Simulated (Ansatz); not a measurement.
## CaFe2As2 (I4/mmm)

All numbers below come from DFT PBEsol, scalar-relativistic, plane waves, PAW (Ansatz 0.2.0).

Settings: cutoff 420 eV, Γ-centred mesh 10×10×10 on the computed 5-atom cell, Gaussian smearing of 0.10 eV; no spin polarisation.

The structure is relaxed at this level of theory with its symmetry kept. Whether it is the stable form of this composition wasn't checked.

```xyz
5
Lattice="0.0000 2.7794 5.0949 2.7794 0.0000 5.0949 2.7794 2.7794 0.0000" Properties=species:S:1:pos:R:3 pbc="T T T"
Ca    2.7794    2.7794    5.0949
Fe    1.3897    1.3897    2.5474
Fe    4.1691    4.1691    7.6423
As    2.7794    2.7794    8.7959
As    2.7794    2.7794    1.3939
```

| Item | Value |
| --- | --- |
| Space group | I4/mmm (No. 139) |
| Volume per atom | 106.2 bohr³ |
| Formation energy from the elements' standard states (uncorrected) | -0.604 eV/atom |
| Kohn–Sham band gap | none (metal) |
| Density of states at the Fermi level | 2.18 states/eV per cell |
| Löwdin character within 0.5 eV of the Fermi level | Fe 3d 74 %, As 4p 12 %, unprojected 10 % |
| Bulk modulus | 99 GPa |
| Its pressure derivative | 6.4 |
| Bader charges (e) | Ca (1 in the cell) 1.33, Fe (2 in the cell) 0.02, As (2 in the cell) -0.68 |

A ferromagnetic start lost its moments in a first run, so spin was left out; other magnetic orders weren't tried.